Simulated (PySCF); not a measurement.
LiSi: frontier orbitals

HSE06 at R = 2.393 Å; basis Li jorge-DZP-DKH, Si jorge-DZP-DKH; spin-free X2C with a Gaussian nucleus; PySCF 2.14. State: ⁴Σ⁻ (quartet), unpaired electrons σ ↑, π ↑↑. Only the outer orbitals are listed, counted within each symmetry.

```csv
spin,orbital,occ.,ε (eV),on Li (%),main shells (%)
α,4σ,1,-56.06,100,100 Li s
α,5σ,1,-11.51,15,85 Si s
α,6σ,1,-4.98,31,"66 Si p, 24 Li s"
α,2π,1,-4.22,16,"84 Si p, 13 Li p"
α,2π,1,-4.22,16,"84 Si p, 13 Li p"
α,7σ,0,-1.94,94,"62 Li s, 32 Li p"
α,3π,0,-0.45,90,"89 Li p, 10 Si p"
α,3π,0,-0.45,90,"89 Li p, 10 Si p"
β,4σ,1,-55.90,100,100 Li s
β,5σ,1,-8.85,19,"81 Si s, 9 Li p, 8 Li s"
β,6σ,0,-2.13,45,"50 Si p, 42 Li s"
β,2π,0,-1.43,34,"66 Si p, 32 Li p"
β,2π,0,-1.43,34,"66 Si p, 32 Li p"
```

Q: Which are the highest filled and the lowest empty level, where do they sit, and how wide is the gap?

A: Highest filled α 2π at -4.22 eV (in %: 84 Si p, 13 Li p); lowest empty β 6σ at -2.13 eV (in %: 50 Si p, 42 Li s); the gap at HSE06 is 2.09 eV.

The bond order (Mayer) is 1.38 and the ⟨S²⟩ is 3.750. The charge on Li (Mulliken, basis-dependent) is 0.02 and the charge on Li (Löwdin, basis-dependent) is -0.17. The dipole moment (positive dipole means Li(−)Si(+)) is -5.77 D.

The state is the lowest determinant that a PBE0 search found; another state may lie lower at other levels.
